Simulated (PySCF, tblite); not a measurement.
ammonia and methylamine

A gas-phase complex of ammonia and methylamine; neutral, singlet. The structure comes from a short search (6 tight-binding starts) and was relaxed by PBE0-D3(BJ)/def2-SVPD; another way of binding may lie lower. No frequency run checks that it is a minimum.

```tsv
part	name	SMILES	atoms	charge	multiplicity
1	ammonia	N	1–4	0	1
2	methylamine	CN	5–11	0	1
```

Coordinates in Å:
```
N1     -0.238   -0.152   -0.072
H2     -0.425    0.847   -0.066
H3      0.704   -0.286    0.285
H4     -0.235   -0.452   -1.043
C5     -2.028   -1.565    3.109
N6     -2.051   -2.102    1.766
H7     -0.988   -1.510    3.466
H8     -2.469   -0.554    3.224
H9     -2.562   -2.238    3.795
H10    -1.558   -1.488    1.117
H11    -3.002   -2.203    1.428
```

```json
{"contact": "H10···N1", "kind (by geometry)": "hydrogen bond", "distance (Å)": "2.223", "angle (°)": "171"}
```

Interaction energies are complex less parts, with the parts frozen as they stand in it; counterpoise-corrected, in kcal/mol (PySCF).

Task: Give the interaction energy at each level run.

Result: 
```json
{"level": "wB97M-D3(BJ)/def2-TZVPD", "interaction": "-3.22", "superposition error removed": "-0.23"}
{"level": "PBE0-D3(BJ)/def2-TZVPD", "interaction": "-3.58", "superposition error removed": "-0.18"}
```

Task: What holds them together? Decompose the wB97M-D3(BJ)/def2-TZVPD energy: frozen parts, their antisymmetrised product, then relaxation.

Result: electrostatic -5.8, Pauli repulsion +5.3, orbital relaxation -2.1, dispersion correction -0.9 kcal/mol, which sum to the value before the counterpoise correction; the Pauli term holds the exchange-correlation of the frozen density too. Of the attraction, 66 % is electrostatic, 24 % is orbital relaxation, 10 % is dispersion correction.

The parts were also relaxed and run alone, at the levels used for the complex: shieldings by PBE0/pcSseg-2.

Task: What does binding change?

Result: 
```tsv
property	alone	in the complex	change
N6–H10 bond (Å)	1.015	1.021	+0.006
shielding of H10 (ppm)	31.27	28.11	-3.16
shielding of N1 (ppm)	262.5	256.8	-5.7
shielding of N6 (ppm)	244.5	243.9	-0.6
```
